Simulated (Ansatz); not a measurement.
Relaxation of CH₂S (4 atoms, charge 0, multiplicity 1), to a largest force component of 0.02 eV/Å in at most 50 steps.

Theory: RKS B3LYP/def2-SVP (Ansatz 0.2.0).

```xyz
4
Properties=species:S:1:pos:R:3
C -0.067 -0.088 -0.034
S 1.363 0.462 0.531
H -1.020 -0.191 0.599
H -0.220 -0.243 -1.116
```

Task: Where does it end, and by what steps?

Result: The run converged. After 5 steps the energy has fallen by 0.063 eV; H3 moved furthest, 0.05 Å.

| step | energy less start (eV) | largest force component (eV/Å) | accepted |
| --- | --- | --- | --- |
| 0 | 0.0000 | 1.228 | yes |
| 1 | 0.2056 | 2.401 | no |
| 2 | -0.0154 | 0.934 | yes |
| 3 | -0.0557 | 0.730 | yes |
| 4 | -0.0629 | 0.043 | yes |
| 5 | -0.0629 | 0.004 | yes |

```xyz
4
Properties=species:S:1:pos:R:3
C -0.080 -0.048 -0.044
S 1.337 0.445 0.548
H -0.970 -0.191 0.589
H -0.231 -0.267 -1.114
```

Run time: 4.9 s on 1 thread of Arm Neoverse V1 (shared host), peak memory 0.096 GiB.
